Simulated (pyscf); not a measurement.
Structures and frequencies: ωB97X-D3(BJ)/def2-SVP in PySCF.

### Question
For the elementary gas-phase step H₃C–SiH(Cl)–Cl + methyl (CH₃•) -> •H₂C–SiH(Cl)–Cl + methane (CH₄) (doublet surface; C–H broken, C–H formed), what barrier and reaction energy does ωB97M-D3(BJ)/def2-TZVP give, measured from the separated reactants?

### Answer
ΔE‡ = 13.4 kcal/mol, ΔE = -3.1 kcal/mol. Zero-point energy shifts the barrier by -0.6 kcal/mol. It is a hydrogen abstraction, with an imaginary mode of 1786i cm⁻¹. The same reactants have a lower exit, to H₃C–Si•(Cl)–Cl + CH₄ (barrier +7.3 kcal/mol at ωB97M-D3(BJ)/def2-TZVP, against +13.4 kcal/mol here). •H₂C–SiH(Cl)–Cl lies 11.9 kcal/mol over its isomer H₃C–Si•(Cl)–Cl (electronic energy, ωB97M-D3(BJ)/def2-TZVP). One saddle was located; it need not be the lowest between these sides. The angle at the transferred H is 177°.
